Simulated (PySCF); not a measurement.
# FCI/STO-3G run of BF (SMILES [B]F)

Aim: the vertical singlet–triplet gap of BF at FCI/STO-3G, from 2 runs. The job is set up through a Python script.

Program for the calculation: PySCF 2.14.0.

33 further runs of the same task are left out: 6 that didn't finish, 27 set aside as unsound or not needed.

**1. The structure to begin with**

BF has 2 atoms, charge 0, and is taken as a singlet. SMILES: `[B]F`. The coordinates come from a PBE0-D4/def2-TZVP relaxation.

Bond lengths: B1–F2 1.263 Å.

**2. A single-point energy at FCI/STO-3G**

File run.py:

```python
from pyscf import gto, mcscf
from pyscf import fci

mol = gto.M(
    atom='B 0.000000 -0.000000 -0.009350; F -0.000000 0.000000 1.253740',
    max_memory=1860,
    basis='sto-3g',
    verbose=4,
    charge=0,
    spin=0,
)

mf = mol.RHF()
mf.conv_tol = 1e-10
mf.kernel()
if not mf.converged:
    mf = mf.newton().run(mf.mo_coeff, mf.mo_occ)

cas = mcscf.CASCI(mf, mf.mo_coeff.shape[-1] - 2, (mol.nelec[0] - 2, mol.nelec[1] - 2))  # full CI above the frozen core
cas.fcisolver = fci.direct_spin0.FCI(mol)  # even spin states alone
cas.kernel()
print('<S^2> = %.4f' % cas.fcisolver.spin_square(cas.ci, cas.ncas, cas.nelecas)[0])
energy = cas.e_tot
print('Final energy', energy)
```

Run with:

```sh
OMP_NUM_THREADS=1 python run.py
```

What it wrote:

```text
PySCF version 2.14.0

[INPUT] num. atoms = 2
[INPUT] num. electrons = 14
[INPUT] charge = 0
[INPUT] spin (= nelec alpha-beta = 2S) = 0
[INPUT] symmetry False subgroup None
[INPUT] Mole.unit = angstrom
[INPUT] Symbol           X                Y                Z      unit          X                Y                Z       unit  Magmom
[INPUT]  1 B      0.000000000000   0.000000000000  -0.009350000000 AA    0.000000000000   0.000000000000  -0.017668939265 Bohr   0.0
[INPUT]  2 F      0.000000000000   0.000000000000   1.253740000000 AA    0.000000000000   0.000000000000   2.369225231412 Bohr   0.0

nuclear repulsion = 18.8529514851673
number of shells = 6
number of NR pGTOs = 30
number of NR cGTOs = 10
basis = sto-3g
ecp = {}

******** <class 'pyscf.scf.hf.RHF'> ********
method = RHF
initial guess = minao
damping factor = 0
level_shift factor = 0
DIIS = <class 'pyscf.scf.diis.CDIIS'>
diis_start_cycle = 1
diis_space = 8
diis_damp = 0
SCF conv_tol = 1e-10
SCF conv_tol_grad = None
SCF max_cycles = 50
direct_scf = True
direct_scf_tol = 1e-13
Set gradient conv threshold to 1e-05
Initial guess from minao.
init E= -122.349387271561
  HOMO = -0.220071370991333  LUMO = 0.216087109961104  gap/eV = 11.86848
cycle= 1 E= -122.315301769767  delta_E= 0.0341  |g|= 0.317  |ddm|=  1.5
  HOMO = -0.312161427701098  LUMO = 0.307859683631861  gap/eV = 16.87163
cycle= 2 E= -122.350519948611  delta_E= -0.0352  |g|= 0.134  |ddm|= 0.622
  HOMO = -0.280544164990964  LUMO = 0.326886278698166  gap/eV = 16.52902
cycle= 3 E= -122.356010359343  delta_E= -0.00549  |g|= 0.0137  |ddm|= 0.141
  HOMO = -0.279740440356494  LUMO = 0.32832602600284  gap/eV = 16.54633
cycle= 4 E= -122.35613030066  delta_E= -0.00012  |g|= 0.00238  |ddm|= 0.0408
  HOMO = -0.279614599964016  LUMO = 0.327914493042513  gap/eV = 16.53171
cycle= 5 E= -122.356134367416  delta_E= -4.07e-06  |g|= 0.000461  |ddm|= 0.007
  HOMO = -0.279692689673096  LUMO = 0.328024092409133  gap/eV = 16.53682
cycle= 6 E= -122.356134451988  delta_E= -8.46e-08  |g|= 6.08e-05  |ddm|= 0.000749
  HOMO = -0.279686728894412  LUMO = 0.32802082027806  gap/eV = 16.53656
cycle= 7 E= -122.356134454258  delta_E= -2.27e-09  |g|= 2.62e-06  |ddm|= 0.000159
  HOMO = -0.279686662519703  LUMO = 0.328021461032997  gap/eV = 16.53658
cycle= 8 E= -122.35613445426  delta_E= -2.02e-12  |g|= 7.56e-08  |ddm|= 4.91e-06
  HOMO = -0.279686664376104  LUMO = 0.328021489785438  gap/eV = 16.53658
Extra cycle  E= -122.35613445426  delta_E=    0  |g|= 3.82e-08  |ddm|= 1.22e-07
converged SCF energy = -122.35613445426

******** <class 'pyscf.mcscf.casci.CASCI'> ********
CAS (5e+5e, 8o), ncore = 2, nvir = 0
natorb = False
canonicalization = True
sorting_mo_energy = False
******** <class 'pyscf.fci.direct_spin0.FCISolver'> ********
max. cycles = 100
conv_tol = 1e-10
davidson only = False
linear dependence = 1e-14
level shift = 0.001
max iter space = 12
nroots = 1
pspace_size = 400
spin = None
Density matrix diagonal elements [1.99641749 1.98418191 1.97519337 1.97519337 1.9098254  0.06747186
 0.06747186 0.02424475]
CASCI converged
CASCI E = -122.441249467606  E(CI) = -34.8614814871737  S^2 = 0.0000000
<S^2> = 0.0000
Final energy -122.44124946760567
```

It took 0.73 s on 1 thread of Intel Xeon Platinum 8375C at 2.90GHz (Ice Lake), shared host; peak memory 0.12 GiB.

**3. The triplet at the same level**

File job.py:

```python
from pyscf import gto, scf, mcscf

mol = gto.Mole()
mol.atom = 'B 0.000000 -0.000000 -0.009350; F -0.000000 0.000000 1.253740'
mol.spin = 2
mol.verbose = 3
mol.basis = 'sto-3g'
mol.max_memory = 1860
mol.charge = 0
mol.build()

hf = scf.ROHF(mol)
hf.conv_tol = 1e-10
hf.kernel()
if not hf.converged:
    hf = hf.newton().run(hf.mo_coeff, hf.mo_occ)

cas = mcscf.CASCI(hf, hf.mo_coeff.shape[-1] - 2, (mol.nelec[0] - 2, mol.nelec[1] - 2))  # full CI above the frozen core
cas.fix_spin_(ss=2.0)
cas.kernel()
energy = cas.e_tot
print('E(%s) = %.9f' % ('FCI', energy))
```

Run with:

```sh
OMP_NUM_THREADS=1 python job.py
```

What it wrote:

```text
converged SCF energy = -122.26324393747
CASCI E = -122.315142731512  E(CI) = -34.7363232808954  S^2 = 2.0000000
E(FCI) = -122.315142732
```

Run time: 0.7 s. Hardware: 1 thread of Intel Xeon Platinum 8375C at 2.90GHz (Ice Lake), shared host; peak memory 0.12 GiB.

**4. Outcome**

Level: FCI/STO-3G, 2 core orbitals frozen.

| quantity | value |
| --- | --- |
| singlet: total energy | -122.44125 Eh |
| singlet: dipole moment (Hartree–Fock density) | 1.10 D |
| singlet: HOMO energy (Hartree–Fock orbitals) | -7.61 eV |
| singlet: LUMO energy (Hartree–Fock orbitals) | 8.93 eV |
| singlet: HOMO–LUMO gap (Hartree–Fock orbitals) | 16.54 eV |
| singlet: correlation energy (2 core orbitals frozen) | -85.1 mEh |
| triplet: total energy | -122.31514 Eh |
| triplet: dipole moment (Hartree–Fock density) | 0.74 D |
| triplet: correlation energy (2 core orbitals frozen) | -51.9 mEh |
| vertical energy of the triplet above the singlet | 3.432 eV |

**Reading.** At this shape the triplet lies 3.43 eV (331 kJ/mol) above the singlet. In a minimal basis such a difference can be off by several eV, whatever the method.
